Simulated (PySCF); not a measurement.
**Bond length, frequency and bond energy of NaCl by level of theory**

State: ¹Σ⁺ (singlet), closed shell. Set-up: basis Na 6-311G(d,p), Cl 6-311G(d,p); no relativity; PySCF 2.14. De refers to Na + Cl in their high-spin ground configurations, without counterpoise correction. A positive dipole means Na(−)Cl(+).

| Level | Re (Å) | ωe (cm⁻¹) | De (eV) | μ (D) | CPU s a point (SCF and correlation, without the integrals) |
| --- | --- | --- | --- | --- | --- |
| RHF | 2.401 | 353 | 3.09 | -9.81 | 0.04 |
| RHF-MP2 | 2.382 | 367 | 3.91 | n/a | 0.06 |
| RHF-SCS-MP2 | 2.385 | 365 | 3.84 | n/a | n/a |
| RHF-CCSD | 2.382 | 367 | 3.78 | n/a | n/a |
| RHF-CCSD(T) | 2.382 | 367 | 3.83 | n/a | 0.46 |
| PBE | 2.390 | 348 | 4.08 | -8.89 | 0.26 |
| PBEsol | 2.377 | 353 | 4.24 | -8.90 | 0.19 |
| BP86 | 2.397 | 344 | 4.12 | -9.10 | 0.18 |
| r²SCAN | 2.384 | 355 | 4.23 | -9.32 | 0.32 |
| PBE0 | 2.378 | 356 | 4.06 | -9.21 | 0.53 |
| B97-3 | 2.390 | 352 | 4.25 | -9.40 | 0.22 |
| ωB97X | 2.388 | 353 | 4.41 | -9.56 | 0.35 |

Task: Which functional lies closest to RHF-CCSD(T) in De, which farthest, and by how much do they differ from it?

Result: Closest is PBE0 (-0.4 pm in Re, -3.0 % in ωe, +0.23 eV in De against RHF-CCSD(T) in the same basis), farthest ωB97X (+0.6 pm in Re, -3.8 % in ωe, +0.58 eV in De). CCSD(T) converges more slowly with the basis than the functionals do and binds too weakly in this one, so the order can change at the basis-set limit.

Task: What does a quarter of exact exchange do here, going from PBE to PBE0?

Result: PBE0 less PBE: -1.2 pm in Re, +2.3 % in ωe, -0.02 eV in De. Exact exchange removes part of the self-interaction that spreads semilocal densities, and in most molecules shortens and stiffens the bond and lowers De; so it does here.

Task: What does the step from GGA to meta-GGA do here, going from PBE to r²SCAN?

Result: r²SCAN less PBE: -0.6 pm in Re, +2.0 % in ωe, +0.15 eV in De. 

Correlated steps freeze 6 core orbitals. Where the molecule has an RHF reference, its open-shell atoms are computed with UHF.

The whole job (state search and all levels along the bond) took about 0.65 min on 1 thread of Intel Xeon 6975P-C (shared host), peak memory 0.57 GiB.
